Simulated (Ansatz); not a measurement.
The input, for Ansatz 0.2.0:

```yaml
crystal:
  periodic: [false, false, false]
  atoms:
    - {symbol: B, position_ang: [0.000000, 0.000000, 0.000000]}
    - {symbol: O, position_ang: [0.000000, 0.000000, 1.573000]}
basis:
  gaussian: {orbitals: "6-31G*"}
magnetization: {spin_polarized: false, initial_magnetization: 3}
correlation: {method: fic_nevpt4_sd, electrons: all, active_space: {window: {electrons: 3, orbitals: 6}, states: [{multiplicity: 4, weights: [1, 1, 1]}]}}
```

```sh
$ ansatz run in.yaml --threads 1 --pin off --events-out ev --progress --plain --max-ram 2393MiB
```

(1) Roughly how long does this take on 1 thread of Arm Neoverse V2, shared host, and how much host memory?

```
459 factors; integrals over basis functions are off by at most 1.4e-7 eV
mean field evaluation 1: about -2701.7951 eV, gradient 1.0e1 eV
mean field evaluation 2: about -2701.7968 eV, gradient 1.0e1 eV
mean field evaluation 4: about -2703.0341 eV, gradient 2.2e0 eV
mean field evaluation 8: about -2703.1016 eV, gradient 6.9e-2 eV
mean field evaluation 16: about -2703.1581 eV, gradient 4.8e-1 eV
mean field evaluation 32: about -2703.0952 eV, gradient 2.7e-2 eV
mean field evaluation 64: about -2700.0738 eV, gradient 1.4e-4 eV
mean field evaluation 96: about -2703.1017 eV, gradient 1.8e-6 eV
mean field evaluation 128: about -2703.1069 eV, gradient 1.4e-2 eV
mean field evaluation 160: about -2703.4378 eV, gradient 4.7e-5 eV
mean field -2703.43783157 eV, -99.3495078544 hartree, gradient 1.9e-6 eV, S^2 3.750000; 14 other end points of the search recorded, 0 dependent functions left out
reference -2703.43783157 eV, -99.3495078544 hartree; 8, 5 occupied and 22, 25 virtual orbitals, 459 factors
state -2703.41005521 eV, -99.3484870918 hartree
state -2703.04877045 eV, -99.3352101216 hartree
state -2697.17200207 eV, -99.1192428673 hartree
state -2703.41005521 eV, -99.3484870918 hartree; corrected -2708.92184720 eV, -99.5510417115 hartree
state -2703.04877045 eV, -99.3352101216 hartree; corrected -2708.50642898 eV, -99.5357753733 hartree
state -2697.17200207 eV, -99.1192428673 hartree; corrected -2703.41022878 eV, -99.3484934703 hartree
Total energy: -2706.94616832 eV, -99.4784368517 hartree
```

Natural occupations, averaged over the states: 0.9992 0.9987 0.3344 0.3337 0.3333 0.0007.

The total printed last is the weighted mean of the 3 states, 1.976 eV above the lowest of them, and is no single state's energy. Before any correction even the lowest state lies above the reference determinant, by 0.03 eV, so the averaged orbitals or the space serve it badly.

Answers

(1) 2.6 s wall and 0.1 GiB.
